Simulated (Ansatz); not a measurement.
**Mg2Cl: from a trial structure to a relaxed crystal**

Theory: DFT PBE, scalar-relativistic, plane waves, PAW (Ansatz 0.2.0). Cutoff 420 eV, Γ-centred k mesh, Gaussian smearing, no spin polarisation in the final step.

This is the end of a relaxation of cell and atoms.

```xyz
9
Lattice="6.2938 0.0000 0.0000 -3.1469 5.4506 0.0000 0.0000 0.0000 6.4298" Properties=species:S:1:pos:R:3 pbc="T T T"
Mg    0.1247    2.0470    2.0370
Mg    1.3118    4.5351    4.1802
Mg   -1.4365    4.3191    6.3235
Mg    1.7104    1.1315    4.3929
Mg    3.2716    3.4036    2.2496
Mg    4.4587    0.9155    0.1063
Cl    3.0975    0.0000    2.1433
Cl   -1.5487    2.6825    4.2866
Cl    1.5981    2.7681    0.0000
```

Formation energies are uncorrected and refer to the elements' standard structures at the same level (Cl₂ as a molecule).

Problem. What space group does it have?

Solution. P3_121 (No. 152). Conventional cell: a = 6.294 Å, c = 6.430 Å. Around Mg lie 1 Cl at 2.62 Å, 1 Cl at 2.87 Å and 2 Mg at 2.97–2.98 Å; Cl has 2 Mg at 2.62 Å and 2 Mg at 2.87 Å.

Problem. How far does it lie from the elements in energy?

Solution. -0.51 eV/atom.

Problem. Is it a metal?

Solution. Yes, bands cross the Fermi level on the 6×6×6 mesh.

The final run used a 6×6×6 mesh on its 9-atom cell and 0.10 eV smearing. The k mesh leaves about 4 meV/atom of noise in metals. The cell came from a trial start, so Mg2Cl may not exist in this structure.

Cost: 3 runs of about 6.4 core-minutes in all, on Intel Xeon 6975P-C (Granite Rapids) (shared hosts).